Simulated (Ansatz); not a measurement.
CH4SSi (`C[Si]S`). Total charge 0; spin multiplicity 1.

Cartesian coordinates in Å:
```
C -0.925 -0.400 -0.390
Si 0.398 0.957 -0.528
S 1.562 0.299 1.132
H -1.075 -0.824 0.605
H -0.613 -1.215 -1.057
H -1.881 -0.035 -0.775
H 2.535 1.219 1.013
```

**Question.** List the harmonic frequencies (cm⁻¹, unscaled) at PBE0-D4/def2-TZVP in Ansatz. (Estimate.)

**Answer.** Ansatz gave: 63, 217, 421, 506, 624, 685, 715, 836, 1252, 1423, 1442, 2702, 3020, 3099, 3137.

**Question.** Is this a minimum?

**Answer.** Yes, all 15 modes are real.

**Question.** Give the ideal-gas thermochemistry at 298.15 K and 1 bar (rigid rotor, harmonic oscillator; point group C1, symmetry number 1).

**Answer.** Zero-point energy 120.5 kJ/mol; H(298) − E = 136.5 kJ/mol; entropy 304.5 J/(mol·K), of which translation 162.9, rotation 103.3, vibration 38.2; G(298) − E = 45.7 kJ/mol. Modes under 100 cm⁻¹ are hindered rotations or soft bends, so the harmonic entropy is rough.

**Question.** Rotational constants (cm⁻¹)?

**Answer.** 0.5144, 0.1483, 0.1176.
